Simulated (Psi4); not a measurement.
# Si2NH6 (SMILES [SiH2]N[SiH3]): UMP3/cc-pVDZ

What is the vertical ionisation energy of Si2NH6 at UMP3/cc-pVDZ? 

The results are computed with Psi4 1.11.

2 further runs of the same task are left out: 2 set aside as unsound or not needed. Runs told in other sessions of the task aren't counted.

**1. Starting point**

Si2NH6: 9 atoms, total charge 0, spin state doublet. SMILES: `[SiH2]N[SiH3]`. The shape is that of a PBE0-D4/def2-TZVP optimisation. This is one conformer, not always the lowest.

Bond lengths: Si1–N2 1.730 Å, N2–Si3 1.731 Å, Si1–H4 1.491 Å, Si1–H5 1.494 Å, N2–H6 1.011 Å, Si3–H7 1.488 Å, Si3–H8 1.483 Å, Si3–H9 1.488 Å. Some angles: Si1–N2–Si3 128.1°, Si1–N2–H6 115.1°, Si3–N2–H6 116.2°, N2–Si1–H4 107.7°, N2–Si1–H5 108.7°, N2–Si3–H7 111.1°, N2–Si3–H8 107.0°, N2–Si3–H9 112.0°, H4–Si1–H5 110.7°, H7–Si3–H8 109.8°.

**2. A single-point energy at UMP3/cc-pVDZ**

input.json reads:

```json
{
 "schema_name": "qcschema_input",
 "schema_version": 1,
 "molecule": {
  "schema_name": "qcschema_molecule",
  "schema_version": 2,
  "symbols": ["Si", "N", "Si", "H", "H", "H", "H", "H", "H"],
  "geometry": [-2.2693721, 1.74856358, -1.79221626, 0.37208707, 1.18259061, 0.0476211, 1.15594547, -1.55052029, 1.66333693, -3.05474228, -0.70297812, -2.93757926, -1.59285015, 3.61580197, -3.80005026, 1.44393973, 2.71988281, 0.41989714, 3.74657101, -2.4122354, 0.99286211, -0.71469442, -3.5024184, 0.92313121, 1.08016745, -1.18618109, 4.45106091],
  "molecular_charge": 0,
  "molecular_multiplicity": 2,
  "fix_symmetry": "c1"
 },
 "driver": "energy",
 "model": {
  "method": "mp3",
  "basis": "cc-pVDZ"
 },
 "keywords": {
  "reference": "uhf",
  "puream": true,
  "e_convergence": 1e-09,
  "d_convergence": 1e-08,
  "scf_type": "pk",
  "num_frozen_docc": 11,
  "maxiter": 100,
  "mp_type": "conv"
 }
}
```

On the command line:

```sh
$ psi4 --qcschema input.json -n 1 --memory 2200MB
```

stdout:

```text
[...]
  Running in c1 symmetry.
[...]
  Nuclear repulsion =  147.533691585617134
[...]
  Multiplicity = 2
[...]
  Nalpha       = 21
  Nbeta        = 20
[...]
    Number of basis functions: 80
[...]
   @UHF iter   1:  -635.70189477969370   -6.53672e-01   4.99686e-03 DIIS/ADIIS
[...]
   @UHF iter  13:  -635.80034755959059   -7.95808e-12   8.52528e-09 DIIS
[...]
   @S^2 Observed:                7.546938579E-01
[...]
    Orbital Energies [Eh]
    ---------------------
    Alpha Occupied:
       1A    -68.798050     2A    -68.797895     3A    -15.547610
       4A     -6.145502     5A     -6.144206     6A     -4.256274
       7A     -4.250971     8A     -4.250458     9A     -4.250007
      10A     -4.248897    11A     -4.248298    12A     -1.144452
      13A     -0.740902    14A     -0.715324    15A     -0.602691
      16A     -0.531780    17A     -0.512466    18A     -0.484608
      19A     -0.471175    20A     -0.436267    21A     -0.305642
    Alpha Virtual:
      22A      0.131695    23A      0.170111    24A      0.189060
      25A      0.198157    26A      0.216438    27A      0.224716
[...]
  @UHF Final Energy:  -635.80034755959059
   => Energetics <=
    Nuclear Repulsion Energy =            147.5336915856171345
    One-Electron Energy =               -1173.3831112954226228
    Two-Electron Energy =                 390.0490721502148972
    Total Energy =                       -635.8003475595905911
  UHF NO Occupations:
  HONO-2 :   19  A 1.9996156
  HONO-1 :   20  A 1.9981990
  HONO-0 :   21  A 1.0000000
  LUNO+0 :   22  A 0.0018010
  LUNO+1 :   23  A 0.0003844
[...]
 Multipole Moments:
 ------------------------------------------------------------------------------------
     Multipole            Electronic (a.u.)      Nuclear  (a.u.)        Total (a.u.)
 ------------------------------------------------------------------------------------
 L = 1.  Multiply by 2.5417464519 to convert [e a0] to [Debye]
 Dipole X            :         -1.2365109            1.4243407            0.1878297
 Dipole Y            :          1.8294367           -1.5412695            0.2881672
 Dipole Z            :          0.0339679            0.1368717            0.1708397
 Magnitude           :                                                    0.3840658
[...]
	SCS-MP2 Total Energy (a.u.)        :  -636.16797790183216
	SOS-MP2 Total Energy (a.u.)        :  -636.17230588255484
[...]
	SOS-PI-MP2 Total Energy (a.u.)     :  -636.20091806124447
[...]
	MP2 Total Energy (a.u.)            :  -636.15932194038680
[...]
	SCS-MP3 Total Energy (a.u.)        :  -636.17753336598525
[...]
	MP3 Total Energy (a.u.)            :  -636.19754379699930
[...]
```

The result, in JSON:

```text
{
 "driver": "energy",
 "model": {
  "method": "mp3",
  "basis": "cc-pVDZ"
 },
 "success": true,
 "return_result": -636.1975437969993,
 "properties": {
  "calcinfo_nbasis": 80,
  "calcinfo_nmo": 80,
  "calcinfo_nalpha": 21,
  "calcinfo_nbeta": 20,
  "calcinfo_natom": 9,
  "nuclear_repulsion_energy": 147.53369158561713,
  "return_energy": -636.1975437969993,
  "scf_one_electron_energy": -1173.3831112954226,
  "scf_two_electron_energy": 390.0490721502149,
  "scf_dipole_moment": [0.18782971383710523, 0.2881671717468879, 0.17083965706362125],
  "scf_total_energy": -635.8003475595906,
  "scf_iterations": 13,
  "mp2_same_spin_correlation_energy": -0.0728525939006246,
  "mp2_opposite_spin_correlation_energy": -0.28612178689559764,
  "mp2_singles_energy": 0.0,
  "mp2_doubles_energy": -0.35897438079622224,
  "mp2_correlation_energy": -0.35897438079621224,
  "mp2_total_energy": -636.1593219403868
 }
}
```

Wall time 16 s (1 thread of Intel Xeon Platinum 8488C (Sapphire Rapids), shared host); peak memory 0.47 GiB.

**3. The singlet cation**

h6nsi2.xyz reads:

```xyz
9
H6NSi2
Si    -1.200900     0.925300    -0.948400
N      0.196900     0.625800     0.025200
Si     0.611700    -0.820500     0.880200
H     -1.616500    -0.372000    -1.554500
H     -0.842900     1.913400    -2.010900
H      0.764100     1.439300     0.222200
H      1.982600    -1.276500     0.525400
H     -0.378200    -1.853400     0.488500
H      0.571600    -0.627700     2.355400
```

calc.py reads:

```python
import psi4

psi4.set_memory(2200000000)
psi4.set_num_threads(1)
psi4.set_output_file('h6nsi2.out', False)

with open('h6nsi2.xyz') as f:
    atoms = ''.join(f.readlines()[2:])
geom = psi4.geometry('1 1\n' + atoms + 'symmetry c1\nno_reorient\nno_com')

psi4.set_options({
    'puream': True,
    'e_convergence': 1e-09,
    'd_convergence': 1e-08,
    'scf_type': 'pk',
    'num_frozen_docc': 11,
    'mp_type': 'conv',
})

result = psi4.energy('mp3/cc-pVDZ', molecule=geom)
print(f'mp3/cc-pVDZ energy: {result:.10f} Eh')
for k, v in sorted(psi4.core.scalar_variables().items()):
    print(f'{k:45s} {v:18.10f}')
```

On the command line:

```sh
$ python calc.py
```

h6nsi2.out:

```text
[...]
  Running in c1 symmetry.
[...]
  Nuclear repulsion =  147.533691464414431
[...]
  Multiplicity = 1
[...]
  Nalpha       = 20
  Nbeta        = 20
[...]
    Number of basis functions: 80
[...]
   @RHF iter   1:  -635.42478148173723   -3.76559e-01   4.78754e-03 DIIS/ADIIS
[...]
   @RHF iter  12:  -635.52802243373105   -1.17097e-11   4.81707e-09 DIIS
[...]
    Orbital Energies [Eh]
    ---------------------
    Doubly Occupied:
       1A    -69.095876     2A    -68.963850     3A    -15.799146
       4A     -6.438063     5A     -6.312241     6A     -4.544422
       7A     -4.542268     8A     -4.541868     9A     -4.419497
      10A     -4.417809    11A     -4.417409    12A     -1.371881
      13A     -0.956934    14A     -0.923798    15A     -0.812411
      16A     -0.743175    17A     -0.713171    18A     -0.692700
      19A     -0.637435    20A     -0.601980
[...]
  @RHF Final Energy:  -635.52802243373105
   => Energetics <=
    Nuclear Repulsion Energy =            147.5336914644144315
    One-Electron Energy =               -1164.2315591646588473
    Two-Electron Energy =                 381.1698452665132777
    Total Energy =                       -635.5280224337311665
[...]
 Multipole Moments:
 ------------------------------------------------------------------------------------
     Multipole            Electronic (a.u.)      Nuclear  (a.u.)        Total (a.u.)
 ------------------------------------------------------------------------------------
 L = 1.  Multiply by 2.5417464519 to convert [e a0] to [Debye]
 Dipole X            :         10.4489320          -12.0749720           -1.6260400
 Dipole Y            :         -7.9011837            9.5826122            1.6814285
 Dipole Z            :          0.4994148           -1.4216410           -0.9222261
 Magnitude           :                                                    2.5143008
[...]
	SCS-MP2 Total Energy (a.u.)        :  -635.90157273388729
	SOS-MP2 Total Energy (a.u.)        :  -635.90657617016291
[...]
	SOS-PI-MP2 Total Energy (a.u.)     :  -635.93569568834994
[...]
	MP2 Total Energy (a.u.)            :  -635.89156586133583
[...]
	SCS-MP3 Total Energy (a.u.)        :  -635.91022166386688
[...]
	MP3 Total Energy (a.u.)            :  -635.92616158125441
[...]
```

It took 13 s on 1 thread of Intel Xeon Platinum 8488C (Sapphire Rapids), shared host; peak memory 0.47 GiB.

**4. Results**

Level: UMP3/cc-pVDZ, 11 core orbitals frozen.

| quantity | value |
| --- | --- |
| doublet Si2NH6: total energy | -636.19754 Eh |
| doublet Si2NH6: HOMO energy (Hartree–Fock orbitals) (highest over α and β) | -8.32 eV |
| doublet Si2NH6: LUMO energy (Hartree–Fock orbitals) (lowest over α and β) | 1.95 eV |
| doublet Si2NH6: correlation energy (11 core orbitals frozen) | -397.2 mEh |
| doublet Si2NH6: ⟨S²⟩ of the reference determinant | 0.755 |
| singlet cation: total energy | -635.92616 Eh |
| singlet cation: HOMO energy (Hartree–Fock orbitals) | -16.38 eV |
| singlet cation: LUMO energy (Hartree–Fock orbitals) | -6.44 eV |
| singlet cation: HOMO–LUMO gap (Hartree–Fock orbitals) | 9.95 eV |
| singlet cation: correlation energy (11 core orbitals frozen) | -398.1 mEh |
| vertical ionisation energy (to the singlet cation) | 7.385 eV |

What this shows: Removing an electron at fixed nuclei costs 7.38 eV (170 kcal/mol). With no_com the log's rotational constants are taken about the origin, not the centre of mass, so they aren't the molecule's.
